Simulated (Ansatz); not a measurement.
```yaml
crystal:
  periodic: [false, false, false]
  atoms:
    - {symbol: F, position_ang: [-0.303892, -0.027570, 1.427723]}
    - {symbol: Al, position_ang: [0.024106, -0.013582, -0.054162]}
    - {symbol: H, position_ang: [-0.373356, -1.174171, -0.826431]}
    - {symbol: H, position_ang: [0.704201, 1.159848, -0.565897]}
basis:
  gaussian: {orbitals: aug-cc-pVTZ}
magnetization: {spin_polarized: true, initial_magnetization: 0}
hamiltonian: {xc: {name: B3LYP-D3}, dispersion: d3bj}
accuracy: high
```

```sh
$ ansatz run in.yaml --threads 4 --pin off --events-out ev --progress --plain --max-ram 10444MiB
```

It prints (some lines left out):

```
Error: YAML parse error: error: line 11 column 19: hamiltonian.xc: no functional is named "B3LYP-D3"; the names, which are not case-sensitive, are SVWN5, SPW92, PBE, PBE0, PBEsol, revPBE, revPBE0, RPBE, rPW86-PBE, HSE06, wPBEh, LC-wPBE, HISS, HF, BLYP, B3LYP, B3LYP5, BHLYP, CAM-B3LYP, r2SCAN, r2SCANh, r2SCAN0, r2SCAN50, m-r2SCAN, B97, wB97, wB97X, wB97X-V, B97M-V, wB97M-V, B2PLYP, B2GP-PLYP, PBE0-DH, PBE-QIDH
 9 |   gaussian: {orbitals: aug-cc-pVTZ}
10 | magnetization: {spin_polarized: true, initial_magnetization: 0}
11 | hamiltonian: {xc: {name: B3LYP-D3}, dispersion: d3bj}
12 | accuracy: high
```

Q: What is wrong with this run?

A: The method's name isn't one that the program takes here. The input was rejected before any iteration.

HSE06 is defined as in plane-wave codes.
